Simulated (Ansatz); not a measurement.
A calculation with Ansatz (development build ahead of 0.2.0).

```yaml
crystal:
  periodic: [false, false, false]
  atoms:
    - { symbol: Al, position_ang: [0.0, 0.0, 0.0] }
    - { symbol: "N", position_ang: [0.0, 0.0, 1.6967] }
basis:
  gaussian: { orbitals: def2-SVP }
magnetization:
  spin_polarized: true
  initial_magnetization: 2
hamiltonian:
  xc: hf
correlation:
  method: mp2
  frozen_orbitals: { Al: 5, "N": 1 }
scf:
  omitted_lower_state_checks: [starts, atomic_configurations, cluster_reference, orbital_swaps, given_window_search, neighbouring_geometries, increment]
```

The input is written out in the form of the current development build from the run's settings.

The run gave:

```json
{
  "Converged": "yes",
  "Reference energy": "-296.14328 hartree",
  "Correlation energy": "-0.13192 hartree",
  "Total energy": "-296.27520 hartree",
  "Spin squared of the determinant": "2.164",
  "Stability test": "minimum"
}
```

Messages of the program:
```
mean field -8058.46908072 eV, -296.1432764899 hartree, gradient 2.9e-6 eV, S^2 2.163910; 1 other ends of a descent, 0 dependent functions left out
```

Caution: the unrestricted determinant is spin contaminated; the determinant may break the point group; another reference gives a lower total.
